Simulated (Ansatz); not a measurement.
CH₄Si, SMILES [CH][SiH3], a composite energy at a relaxed geometry

Program: the Python package of Ansatz (0.2.0).

The cells in order, each with its output:

```python
import itertools

import ansatz
from ase import Atoms
from ase.data import atomic_numbers, covalent_radii
import numpy as np

BASIS_SET = 'def2-SVP'
FUNCTIONAL = 'r2scan'
VDW = 'd4'
```

```python
atoms = Atoms(['C', 'Si', 'H', 'H', 'H', 'H'], positions=[
    (1.2699, -0.4618, -0.4933),
    (-0.472, 0.0091, -0.0149),
    (1.9886, 0.0543, 0.1757),
    (-0.7224, -0.3914, 1.3777),
    (-1.4255, -0.6746, -0.9012),
    (-0.6387, 1.4644, -0.1439),
])
mol = ansatz.Crystal.molecule_from_ase(atoms)
```

```python
model = (
    mol.calculation()
    .basis(gaussian=BASIS_SET)
    .functional(FUNCTIONAL, dispersion=VDW)
    .spin('collinear', total=2)
)
symbols = [site.symbol for site in mol.cartesian_sites]
start = np.array([site.position_ang for site in mol.cartesian_sites], dtype=float)
data = model.relax(force_tolerance=0.01, max_steps=100).run().report
end = np.array(data['positions_ang'])
# pairs closer than 1.2 times the sum of covalent radii, before or after
radius = [covalent_radii[atomic_numbers[s]] for s in symbols]
span = lambda where, i, j: np.linalg.norm(where[i] - where[j])
bonded = [(i, j) for i, j in itertools.combinations(range(len(symbols)), 2) if min(span(start, i, j), span(end, i, j)) < 1.2 * (radius[i] + radius[j])]
print('pair        before    after (A)')
for i, j in bonded:
    print(f'{symbols[i]}{i}-{symbols[j]}{j}'.ljust(10), f'{span(start, i, j):8.4f} {span(end, i, j):8.4f}')
```

    pair        before    after (A)
    C0-Si1       1.8668   1.8214
    C0-H2        1.1093   1.0901
    Si1-H3       1.4705   1.4981
    Si1-H4       1.4704   1.4941
    Si1-H5       1.4705   1.4981

```python
minimum = ansatz.Crystal.molecule()
for symbol, place in zip(symbols, end):
    minimum = minimum.atom(symbol, place.tolist())
at_minimum = minimum.calculation().spin('collinear', total=2)
# MP2 extrapolated to the basis limit, plus the small-basis difference CCSD(T) - MP2
level = lambda method, basis: at_minimum.basis(gaussian=basis).correlation(method).run().report
small, large, cluster = level('mp2', 'cc-pVDZ'), level('mp2', 'cc-pVTZ'), level('ccsd_t', 'cc-pVDZ')
corr = lambda each: (each['free_energy_ev'] - each['reference_energy_ev']) / 27.211386246
mp2_limit = (27 * corr(large) - 8 * corr(small)) / 19
pieces = {'HF / cc-pVTZ': large['reference_energy_ev'] / 27.211386246, 'MP2 correlation, DZ-TZ limit': mp2_limit, 'CCSD(T) - MP2 / cc-pVDZ': corr(cluster) - corr(small)}
for name, value in pieces.items():
    print(f'{name:32s} {value:14.6f} Ha')
print(f'{"sum":32s} {sum(pieces.values()):14.6f} Ha')
print('T1 diagnostic', round(cluster['correlation']['coupled_cluster']['t1_diagnostic'], 4))
```

    HF / cc-pVTZ                        -329.061413 Ha
    MP2 correlation, DZ-TZ limit          -0.256899 Ha
    CCSD(T) - MP2 / cc-pVDZ               -0.047517 Ha
    sum                                 -329.365829 Ha
    T1 diagnostic 0.0137

Total energies depend on the basis set; only differences at equal settings carry meaning. The sum leaves out core correlation, relativity, the Hartree-Fock basis error and zero-point energy; a DZ-TZ extrapolation is rough. The run takes the species as open-shell (spin multiplicity 3), which needn't be its ground state. Inner cores stay frozen, so this is valence correlation. For Al to Cl the sets with a tight d function, cc-pV(X+d)Z, are usual. An extrapolation from small basis sets is rough. It ran for 32 s on 1 thread of Arm Neoverse V1, with other jobs on the host, peak memory 0.25 GiB.
